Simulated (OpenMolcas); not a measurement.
**The standard entropy of O3 (SMILES O=[O+][O-]) from a frequency calculation**

A singlet with charge 0, relaxed at HF/cc-pVTZ (OpenMolcas 26.06):

```xyz
3

O     0.8206   -0.5220    0.3955
O    -0.2180   -0.3025   -0.1518
O    -0.6026    0.8245   -0.2437
```

Harmonic wavenumbers in cm⁻¹: 867, 1418, 1537.

Masses in u: O 15.999. Take T = 298.15 K, p = 1 bar, R = 8.3145 J/(mol K), kT/hc = 207.22 cm⁻¹, rigid rotor and harmonic oscillator.

Problem. Compute the standard molar entropy.

Solution. 
1. Translation (Sackur–Tetrode): S = R[3/2 ln M + 5/2 ln T − 1.1517] with M = 47.997 gives 157.1 J/(mol K).
2. Rotation: principal moments 3.890, 33.975, 37.864 u Å² give A, B, C = 4.3341, 0.4962, 0.4452 cm⁻¹; the symmetry number is σ = 2; q = (√π/σ)√((kT/hc)³/ABC) = 2702; S = R(ln q + 3/2) = 78.2.
3. Vibration: with u = ν̃/207.22, each mode gives R[u/(eᵘ − 1) − ln(1 − e⁻ᵘ)]; the sum is 0.8, most from 867 cm⁻¹ (0.7), 1418 cm⁻¹ (0.1).
4. Spin: R ln 1 = 0.0.
5. Sum: 157.1 + 78.2 + 0.8 + 0.0 = 236.1 J/(mol K).

The tabulated value is 238.9 J/(mol K) (CRC Handbook of Chemistry and Physics): the model is off by -2.8.
